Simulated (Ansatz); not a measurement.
## Ansatz (development build ahead of 0.2.0) run

```yaml
crystal:
  periodic: [false, false, false]
  atoms:
    - { symbol: C, position_ang: [0.0054, 0.00036, -0.64211] }
    - { symbol: C, position_ang: [0.00779, 0.00609, 0.63522] }
basis:
  gaussian: { orbitals: cc-pVTZ }
total_charge: -1
magnetization:
  spin_polarized: true
  initial_magnetization: 1
hamiltonian:
  xc: hf
correlation:
  method: mp2
  frozen_orbitals: { C: 1 }
```

The input is written out in the form of the current development build from the run's settings.

Results

* Converged: yes
* Reference energy: -75.58011 hartree
* Correlation energy: -0.25289 hartree
* Total energy: -75.83301 hartree
* Spin squared of the determinant: 0.770

Caution: no diffuse functions for an anion.
